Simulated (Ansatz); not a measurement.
Reaction (atomization): `O=[Si]` → O• + Si•

Calculated with Ansatz (gas phase, PBE0-D4/def2-TZVP geometries, no zero-point term in ΔE). CCSD(T)/CBS is extrapolated from def2-TZVPP and def2-QZVPP, frozen cores. Functionals use def2-TZVPP. B3LYP here is the variant with VWN-RPA as its local correlation; programs differ in this. HSE06 is defined as in plane-wave codes. No spin–orbit coupling; open shells (•) take unrestricted orbitals. Spin–orbit coupling would lower the free atoms: a little for O, Si.

```csv
level,ΔE (kJ/mol)
B3LYP-D4,786.4
HSE06,763.3
HF/def2-QZVPP,464.0
HF/cc-pV(D+d)Z,415.5
```

(1) What does CCSD(T)/CBS give? (Best estimate.)

Largest T1 diagnostic among the species: 0.026, so the coupled-cluster value is less sure than usual.

## Answers

(1) The calculation gave: +799.1 kJ/mol. The listed levels differ from it by -12.7, -35.8, -335.1, -383.6 kJ/mol.

From BLYP to BHLYP (50 % exact exchange), in def2-TZVPP and without D4, ΔE moves by −98.9 kJ/mol: exact exchange takes away binding that semilocal exchange gives to molecules. At CCSD(T), def2-SVP lies −87.9 kJ/mol from the extrapolated value and def2-TZVPP −33.6 kJ/mol: correlation converges slowly with the basis, and small sets miss more of it in the bonded molecule than in its fragments.

CCSD(T)/CBS has its own doubt, a few kJ/mol and more with outer-core shells, so smaller differences from it don't rank the levels.
